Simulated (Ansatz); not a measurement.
Geometry optimisation, Ansatz, RKS B3LYP/def2-SVP.

input.yaml

```yaml
crystal:
  periodic: [false, false, false]
  atoms:
    - { symbol: C, position_ang: [-0.8211, 0.6642, -0.8049] }
    - { symbol: "N", position_ang: [0.2924, -0.0387, -0.3339] }
    - { symbol: C, position_ang: [-0.1548, -1.1295, 0.5113] }
    - { symbol: O, position_ang: [-0.6586, -2.1163, -0.2733] }
    - { symbol: C, position_ang: [1.1631, 0.8542, 0.4094] }
    - { symbol: F, position_ang: [2.38891, 0.93814, -0.21863] }
    - { symbol: H, position_ang: [-1.4879, 0.0727, -1.4262] }
    - { symbol: H, position_ang: [-0.5146, 1.5533, -1.4693] }
    - { symbol: H, position_ang: [-1.4701, 1.1403, 0.0408] }
    - { symbol: H, position_ang: [0.744, -1.6027, 1.0291] }
    - { symbol: H, position_ang: [-0.8303, -0.826, 1.3344] }
    - { symbol: H, position_ang: [-0.2424, -2.0492, -1.1002] }
    - { symbol: H, position_ang: [1.37634, 0.45753, 1.42111] }
    - { symbol: H, position_ang: [0.78573, 1.86018, 0.45681] }
basis:
  gaussian: { orbitals: def2-SVP }
hamiltonian:
  xc: b3lyp
relax:
  f_tol: 0.015
  max_steps: 40
```

Command:

```bash
$ ansatz run input.yaml --threads 2 --pin off --max-ram 3072MiB --backend cpu --events-out ev --progress --plain --runs-dir out
```

**Question.** Where does it end, and by what steps?

**Answer.** The run converged. The force dipped under the threshold on the way, but the program's further checks kept it going. After 23 steps the energy has fallen by 0.917 eV; F6 moved furthest, 1.22 Å.

```csv
step,energy less start (eV),largest force component (eV/Å),accepted
0,0.0000,3.422,yes
1,-0.5034,1.213,yes
2,-0.6094,0.786,yes
3,-0.6550,0.350,yes
4,-0.6760,0.280,yes
5,-0.6888,0.285,yes
6,-0.6997,0.367,yes
7,-0.7117,0.375,yes
8,-0.7337,0.486,yes
9,-0.7575,0.605,yes
10,-0.6731,1.028,no
11,-0.8089,0.214,yes
12,-0.8188,0.180,yes
13,-0.8453,0.164,yes
14,-0.8522,0.520,yes
15,-0.8077,0.606,no
16,-0.8878,0.125,yes
17,-0.8999,0.093,yes
18,-0.9093,0.168,yes
19,-0.9075,0.409,no
20,-0.9157,0.057,yes
21,-0.9171,0.009,yes
22,-0.9173,0.042,yes
23,-0.9174,0.010,yes
```

```xyz
14
Properties=species:S:1:pos:R:3
C -0.997 0.897 -0.637
N -0.097 0.317 0.355
C -0.348 -1.077 0.663
O -0.218 -1.950 -0.434
C 1.260 0.659 0.241
F 1.902 0.020 -0.861
H -0.899 0.433 -1.634
H -0.801 1.976 -0.729
H -2.039 0.768 -0.304
H 0.332 -1.355 1.493
H -1.384 -1.185 1.019
H 0.662 -1.803 -0.812
H 1.818 0.337 1.135
H 1.381 1.742 0.081
```

Whether the end is a true minimum wasn't checked by a vibrational analysis.

Run time: 92 s on 2 threads of Arm Neoverse V2 (shared host), peak memory 0.3 GiB.
